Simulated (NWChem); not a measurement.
# One shape, several levels: C2H6Al (SMILES [CH3][Al][CH3])

Wanted: a comparison of 3 runs (UHF/STO-3G, UHF/3-21G, UB3LYP/6-31G*) of C2H6Al. 

The results are computed with NWChem 7.3.0.

### Step 1. Starting point

C2H6Al has 9 atoms, charge 0, and is taken as a doublet. As SMILES, `[CH3][Al][CH3]`. The shape is that of a PBE0-D4/def2-TZVP optimisation.

Bond lengths: C1–Al2 1.972 Å, Al2–C3 1.969 Å, C1–H4 1.095 Å, C1–H5 1.095 Å, C1–H6 1.095 Å, C3–H7 1.097 Å, C3–H8 1.097 Å, C3–H9 1.091 Å. Some angles: C1–Al2–C3 118.6°, Al2–C1–H4 111.5°, Al2–C1–H5 111.1°, Al2–C1–H6 111.0°, Al2–C3–H7 109.3°, Al2–C3–H8 109.4°, Al2–C3–H9 114.5°, H4–C1–H5 108.3°, H4–C1–H6 108.2°, H5–C1–H6 106.6°.

### Step 2. Energy and gradient at UHF/STO-3G (run 1)

Input file geom.nw:

```
start geom
memory total 2200 mb
geometry units angstroms noautosym nocenter noautoz
 C       -0.810700       1.130600      -0.941500
 Al       0.731000       0.705500       0.211900
 C        0.877300      -1.111400       0.957800
 H       -1.467800       0.264500      -1.069000
 H       -0.481900       1.460900      -1.931900
 H       -1.401500       1.950000      -0.519700
 H        0.915300      -1.838200       0.137400
 H       -0.021800      -1.337900       1.543500
 H        1.748700      -1.270300       1.594400
end
basis spherical bse
 C library STO-3G
 Al library STO-3G
 H library STO-3G
end
scf
 nopen 1
 uhf
 thresh 1e-08
 maxiter 80
 print medium
end
task scf gradient
```

On the command line:

```
$ nwchem geom.nw > geom.out
```

Output:

```text
[...]
  functions       =    25
[...]
  wavefunction    = UHF
[...]
         Total SCF energy =   -317.283470538749
      One electron energy =   -617.736058495473
      Two electron energy =    211.595107998076
 Nuclear repulsion energy =     88.857479958648
                       Sz =      0.5000
                 Sz(Sz+1) =      0.7500
                      S^2 =      0.7539
[...]
                         UHF ENERGY GRADIENTS
    atom               coordinates                        gradient
                 x          y          z           x          y          z
   1 C      -1.532001   2.136524  -1.779177   -0.009726   0.008324  -0.009484
   2 Al      1.381390   1.333202   0.400433    0.002567   0.002861   0.000625
   3 C       1.657857  -2.100241   1.809980    0.013749  -0.010286   0.012800
   4 H      -2.773740   0.499833  -2.020117   -0.002594  -0.010432   0.001972
   5 H      -0.910659   2.760701  -3.650762    0.004362   0.004401  -0.007687
   6 H      -2.648451   3.684966  -0.982091   -0.003254   0.008469   0.004044
   7 H       1.729666  -3.473694   0.259648   -0.000940  -0.003832  -0.010672
   8 H      -0.041196  -2.528264   2.916792   -0.010683   0.001346   0.003818
   9 H       3.304564  -2.400519   3.012979    0.006520  -0.000852   0.004584
[...]
```

Run time: 2.4 s. Hardware: 1 thread of Intel Xeon 6975P-C (Granite Rapids), shared host; peak memory 0.096 GiB.

### Step 3. Energy and forces at UHF/3-21G (run 2)

Input file mymol.nw:

```
start mymol
memory total 2200 mb
geometry units angstroms noautosym nocenter noautoz
  C       -0.810700       1.130600      -0.941500
  Al       0.731000       0.705500       0.211900
  C        0.877300      -1.111400       0.957800
  H       -1.467800       0.264500      -1.069000
  H       -0.481900       1.460900      -1.931900
  H       -1.401500       1.950000      -0.519700
  H        0.915300      -1.838200       0.137400
  H       -0.021800      -1.337900       1.543500
  H        1.748700      -1.270300       1.594400
end
basis "ao basis" spherical bse
  * library 3-21G
end
scf
  doublet
  uhf
  thresh 1e-08
  maxiter 80
  print low
end
task scf gradient
```

On the command line:

```
$ nwchem mymol.nw > mymol.out
```

Output:

```text
[...]
  functions       =    43
[...]
  wavefunction    = UHF
[...]
         Total SCF energy =   -319.366020285555
      One electron energy =   -617.307878806449
      Two electron energy =    209.084378562245
 Nuclear repulsion energy =     88.857479958648
                       Sz =      0.5000
                 Sz(Sz+1) =      0.7500
                      S^2 =      0.7520
[...]
                         UHF ENERGY GRADIENTS
    atom               coordinates                        gradient
                 x          y          z           x          y          z
   1 C      -1.532001   2.136524  -1.779177    0.010660  -0.003101   0.008011
   2 Al      1.381390   1.333202   0.400433   -0.008435  -0.008248  -0.002537
   3 C       1.657857  -2.100241   1.809980   -0.000323   0.012588  -0.004726
   4 H      -2.773740   0.499833  -2.020117   -0.002142  -0.004371   0.000131
   5 H      -0.910659   2.760701  -3.650762    0.001848   0.001400  -0.003102
   6 H      -2.648451   3.684966  -0.982091   -0.001356   0.003105   0.001861
   7 H       1.729666  -3.473694   0.259648   -0.000025  -0.001345  -0.003949
   8 H      -0.041196  -2.528264   2.916792   -0.003833   0.000618   0.001695
   9 H       3.304564  -2.400519   3.012979    0.003606  -0.000647   0.002615
 Task  times  cpu:        2.1s     wall:        2.1s
[...]
```

Wall time 2.7 s (1 thread of Intel Xeon 6975P-C (Granite Rapids), shared host); peak memory 0.096 GiB.

### Step 4. Energy and gradient at UB3LYP/6-31G(d) (Cartesian functions) (run 3)

Input file run.py:

```python
from ase import Atoms
from ase.calculators.nwchem import NWChem

atoms = Atoms(['C', 'Al', 'C', 'H', 'H', 'H', 'H', 'H', 'H'], positions=[
    [-0.810700, 1.130600, -0.941500],
    [0.731000, 0.705500, 0.211900],
    [0.877300, -1.111400, 0.957800],
    [-1.467800, 0.264500, -1.069000],
    [-0.481900, 1.460900, -1.931900],
    [-1.401500, 1.950000, -0.519700],
    [0.915300, -1.838200, 0.137400],
    [-0.021800, -1.337900, 1.543500],
    [1.748700, -1.270300, 1.594400],
])

calc = NWChem(
    label='geom',
    theory='dft',
    memory='2200 mb',
    basis='6-31G*',
    dft={'xc': 'b3lyp', 'mult': '2', 'grid': 'xfine', 'convergence': 'energy 1e-08', 'iterations': '100', 'mulliken': None, 'print': 'low'},
)
atoms.calc = calc

forces = atoms.get_forces()
print("Total energy (eV):", round(atoms.get_potential_energy(), 6))
print("forces (eV/A):")
for s, f in zip(atoms.symbols, forces):
    print(f"{s:2s} {f[0]:10.5f} {f[1]:10.5f} {f[2]:10.5f}")
```

On the command line:

```
$ export ASE_NWCHEM_COMMAND="nwchem PREFIX.nwi > PREFIX.nwo"
$ python run.py
```

Output:

```text
Total energy (eV): -8768.116431
forces (eV/A):
C    -0.05867    0.02777   -0.04767
Al    0.18625    0.18291    0.05579
C     0.00247   -0.06916    0.02777
H    -0.08829   -0.06808   -0.03435
H     0.00910    0.03399   -0.10639
H    -0.07544    0.07868    0.02376
H     0.01255   -0.09883   -0.05960
H    -0.07292   -0.05142    0.07107
H     0.08495   -0.03589    0.06957
```

The calculator wrote geom.nwi:

```
title "geom"

permanent_dir geom

scratch_dir geom

start geom

geometry units angstrom nocenter noautosym noautoz
  C  -8.1069999999999998e-01 1.1306000000000000e+00 -9.4150000000000000e-01
  Al 7.3099999999999998e-01 7.0550000000000002e-01 2.1190000000000001e-01
  C  8.7729999999999997e-01 -1.1113999999999999e+00 9.5779999999999998e-01
  H  -1.4678000000000000e+00 2.6450000000000001e-01 -1.0690000000000000e+00
  H  -4.8190000000000000e-01 1.4609000000000001e+00 -1.9319000000000000e+00
  H  -1.4015000000000000e+00 1.9500000000000000e+00 -5.1970000000000005e-01
  H  9.1530000000000000e-01 -1.8382000000000001e+00 1.3739999999999999e-01
  H  -2.1800000000000000e-02 -1.3379000000000001e+00 1.5435000000000001e+00
  H  1.7486999999999999e+00 -1.2703000000000000e+00 1.5944000000000000e+00
end

memory 2200 mb

basis noprint
   * library 6-31G*
end

dft
  xc b3lyp
  mult 2
  grid xfine
  convergence energy 1e-08
  iterations 100
  mulliken
  print low
end

task dft gradient
```

geom.nwo:

```text
Northwest Computational Chemistry Package (NWChem) 7.3.0
             --------------------------------------------------------

           Job information
           ---------------

    nwchem branch   = 7.3.0
    use scalapack   = T
    input           = geom.nwi
    prefix          = geom.
    data base       = geom/geom.db
    status          = startup
    nproc           =        1

           Memory information
           ------------------

[... 5 lines left out ...]
    hardfail = no
[... 38 lines left out ...]
            Nuclear Dipole moment (a.u.)
[... 102 lines left out ...]
         Total DFT energy =     -322.222338205205
[... 1 line left out ...]
           Coulomb energy =      240.398911582472
[... 1 line left out ...]
 Nuclear repulsion energy =       88.857479958648
[... 58 lines left out ...]
                         DFT ENERGY GRADIENTS

    atom               coordinates                        gradient
                 x          y          z           x          y          z
   1 C      -1.532001   2.136524  -1.779177    0.001141  -0.000540   0.000927
   2 Al      1.381390   1.333202   0.400433   -0.003622  -0.003557  -0.001085
   3 C       1.657857  -2.100241   1.809980   -0.000048   0.001345  -0.000540
[... 5 lines of this table left out ...]
   9 H       3.304564  -2.400519   3.012979   -0.001652   0.000698  -0.001353

 Task  times  cpu:       42.4s     wall:       42.4s
 Total times  cpu:       42.5s     wall:       42.5s
```

Run time: 44 s. Hardware: 1 thread of Intel Xeon 6975P-C (Granite Rapids), shared host; peak memory 0.14 GiB.

### Step 5. The series

| run | level | Cartesian functions | iteration cap | energy (Eh) | ⟨S²⟩ | largest force (eV/Å) | wall time |
| --- | --- | --- | --- | --- | --- | --- | --- |
| 1 | UHF/STO-3G | no | 80 | -317.283471 | 0.754 | 1.101 | 2.4 s |
| 2 | UHF/3-21G | no | 80 | -319.366020 | 0.752 | 0.704 | 2.7 s |
| 3 | UB3LYP/6-31G* (Cartesian functions) | yes | 100 | -322.222338 | 0.751 | 0.267 | 44 s |

### Step 6. What came out

| quantity | value |
| --- | --- |
| run 3: total energy | -322.22234 Eh |
| run 3: ⟨S²⟩ | 0.751 |
| run 3: largest force on an atom | 0.267 eV/Å |

**Reading.** In run 1 the basis is minimal, so the values are rough. All runs together took 49 s, the longest 44 s.
